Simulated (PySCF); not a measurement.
# Fluorine: a sound run and one with changed settings

Sound run: F [He] 2s2 2p5, F+ [He] 2s2 2p4. Computed with PySCF 2.14 in def2-SVP (3s2p1d, 14 functions), with the non-relativistic Hamiltonian (point nucleus). In the sound run the correlated levels freeze 1s2. The sound run starts from symmetry-adapted Hartree-Fock orbitals and uses a fine grid where one is needed.

Changed run: basis STO-3G. This setting is unsound on purpose.

| species | method | sound run (hartree) | changed run (hartree) | converged |
| --- | --- | --- | --- | --- |
| F | UHF | -99.28405 | -97.98651 | yes |
| F | B3LYP | -99.64047 | -98.26897 | yes |
| F | r2SCAN | -99.59875 | -98.25342 | yes |
| F | MP2 | -99.42243 | -97.98651 | yes |
| F+ | UHF | -98.70445 | -97.52349 | yes |
| F+ | B3LYP | -98.99538 | -97.75196 | yes |
| F+ | r2SCAN | -98.95729 | -97.73571 | yes |
| F+ | MP2 | -98.79918 | -97.52349 | yes |

Ionisation energy of F:

```csv
method,sound run (eV),changed run (eV)
UHF,15.772,12.599
B3LYP,17.554,14.068
r2SCAN,17.455,14.088
MP2,16.959,12.599
SCS-MP2,16.914,12.599
```

A minimal basis cannot let orbitals breathe on ionisation and holds almost no correlation.

For comparison, NIST gives 17.423 eV between the lowest levels.
